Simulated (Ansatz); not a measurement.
## Worked example: LiF + BH(CH3)(SH) → LiSH + BH(CH3)F

Gas-phase species: LiF, singlet; BH(CH3)(SH), singlet; LiSH `[Li][SH]`, singlet; BH(CH3)F, singlet. The partners trade F for SH: Li–F and B–SH bonds give way to Li–SH and B–F.

Shapes, held fixed at every level: PBE0-D4/def2-TZVP. Flexible molecules stand in one conformer, not always the lowest. Programs: Ansatz 0.2.0. The zero-point and thermal change to 298 K, harmonic and unscaled (PBE0-D4/def2-TZVP), is -2.7 kJ/mol.

At CCSD(T)/def2-TZVPP; 1 Eh = 2625.50 kJ/mol:

| species | energy (Eh) |
| --- | --- |
| LiF | -107.300812 |
| BH(CH3)(SH) | -463.586853 |
| LiSH | -405.870901 |
| BH(CH3)F | -165.020949 |

Question: Work out ΔH(298 K) of the reaction at this level.

Answer: 
1. Products less reactants: (-405.870901) + (-165.020949) − [(-107.300812) + (-463.586853)] = -0.004185 Eh = -11.0 kJ/mol.
2. With the thermal change: -11.0 + (-2.7) = -13.7 kJ/mol.

Other levels give -15.2 (r2SCAN0-D4/def2-TZVPP) to +2.5 kJ/mol (PBE-D4/def2-TZVPP). No measured value is set beside it here. Outer-core shells of Li are correlated, in sets that cover them unevenly. Sets without diffuse functions underbind ionic bonds of s-block metals. The levels disagree on the sign, so it isn't settled.
